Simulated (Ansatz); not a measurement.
Species: 1,1,1-trifluoroethane, C$_{2}$H$_{3}$F$_{3}$, charge 0, multiplicity 1. SMILES: FC(F)(F)C
Geometry: optimised at B3LYP-D3(BJ)/def2-TZVP (Ansatz, a first-principles code).

MP2/6-31G* beside other levels, property by property. Terms: 6-31G* and kin with 6d, 5d where marked; non-relativistic; no spin-orbit coupling; no dispersion term unless named; frozen cores in correlated levels; atomisation electronic, to ground-state atoms; each state is the SCF solution reached for its charge and spin; UHF or UKS for open shells. CBS(X,Y): correlation extrapolated as X^-3; Hartree-Fock from the larger set (for Q and 5 zeta extrapolated as (X+1)exp(-9√X)). [CCSD(T)-MP2]/basis is that difference in the basis named. Ab initio and DFT rows: single points at B3LYP-D3(BJ) geometries (Ansatz), with unscaled harmonic terms from B3LYP/6-31G* (Ansatz) at its own minima, enthalpies of formation by atomisation with measured atoms.

Measured values: Active Thermochemical Tables 1.112 (ions: stationary electron), as tabulated in the package chemicals; CRC Handbook, as tabulated in the package chemicals; CRC Handbook, as tabulated in the package chemicals; they hold spin-orbit and core effects, anharmonicity. Coupled cluster (Ansatz) is a level with limits of its own, used here on species with T1 under 0.025 (0.045 for open shells) and stable references: (a) RI-MP2/CBS(aug-cc-pVTZ,aug-cc-pVQZ)+[CCSD(T)-MP2]/aug-cc-pVTZ; (b) CCSD(T)/CBS(cc-pVQZ,cc-pV5Z).

```csv
property,MP2/6-31G* (Ansatz),B3LYP/def2-TZVPD (Ansatz),PBE0/def2-TZVPD (Ansatz),wB97M-V/def2-TZVPD (Ansatz),to compare with
atomisation energy (kcal/mol),730.9,751.6,761.1,762.0,759.9 coupled cluster (b)
"C-C bond dissociation enthalpy at 298 K, to [CH3] (CH3) + F[C](F)F (kcal/mol)",104.4,94.6,97.9,103.8,101.1 measured
vertical ionisation energy to the doublet (eV),13.60,13.52,13.51,13.70,14.14 coupled cluster (a)
"C-F bond dissociation enthalpy at 298 K, to C[C](F)F + F atom (kcal/mol)",131.1,120.5,122.4,127.6,128.1 coupled cluster (b)
enthalpy of formation at 298 K (kcal/mol),-150.5,-171.2,-180.8,-181.6,-178.0 measured
```

As the rows show:
- atomisation energy: MP2/6-31G* lies 29.0 kcal/mol below coupled cluster.
- C-C bond dissociation enthalpy at 298 K, to [CH3] (CH3) + F[C](F)F: MP2/6-31G* lies 3.3 kcal/mol above the measured value.
- vertical ionisation energy to the doublet: MP2/6-31G* lies 0.54 eV below coupled cluster.
- C-F bond dissociation enthalpy at 298 K, to C[C](F)F + F atom: MP2/6-31G* lies 3.0 kcal/mol above coupled cluster.
- enthalpy of formation at 298 K: MP2/6-31G* lies 27.5 kcal/mol above the measured value.

The properties are those with a value to compare with, at most eight drawn at random. No case is left out for the size of its miss. Left out are saddle points of the reference geometry, anions that the best level run finds unbound, excited spin states, species near biochemistry, 298 K rows of species without real B3LYP wavenumbers, cases with under five habitual levels, runs that failed or that the program found above a lower state of the same kind, table entries that another table contradicts, and a share of species set aside by lot.
